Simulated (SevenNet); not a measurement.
**2H WS2**

All values below come from the machine-learned potential SevenNet-l3i5 (trained on PBE and PBE+U data).

Cell: relaxed at this level.

```
Property               Result
-------------------  --------
lattice parameter a   3.191 Å
c axis length        14.472 Å
```

Measured, for comparison: lattice constant a 3.153 Å, lattice parameter c 12.323 Å (300 K, not corrected to a static lattice; as tabulated in arXiv:1605.07067). Computed (rounded) less measured: lattice constant a +1.2 %, lattice parameter c +17.4 %.

A machine-learned potential is trained on density-functional data: it inherits that level's misses and adds fitting errors of its own.

Note: the model's c/a of 4.54 is far from the 3.91 of the starting cell; the model's elastic tensor is not positive definite here; this model's volume lies 21 % above that of the starting cell (a measured, published or database cell).
